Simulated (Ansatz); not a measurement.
System: HS (charge 0, doublet). 
Geometry from a B3LYP-D3(BJ)/def2-TZVP (Ansatz, an electronic-structure program) optimisation:
```
S
H 1 1.3473
```
Charge 0, spin multiplicity 2.

Basis-set convergence of Hartree-Fock and CCSD(T) correlation energies (hartree) with Ansatz. Valence correlation only, unless marked. UHF or UKS for open shells. Spin-orbit coupling is left out. No relativistic terms.

| basis | functions | E(HF) | E(corr, CCSD(T)) |
|---|---|---|---|
| aug-cc-pV(D+d)Z | 41 | -398.09443 | -0.14912 |
| aug-cc-pV(T+d)Z | 78 | -398.10697 | -0.18633 |
| aug-cc-pV(Q+d)Z | 135 | -398.11004 | -0.19688 |

Extrapolating the two largest sets (X = 3 and 4) as X^-3: E(corr) = (64·(-0.19688) - 27·(-0.18633))/37 = -0.2046 Eh, an estimate of the basis-set limit. The largest set recovers 96.2 % of it, the smallest 72.9 %.
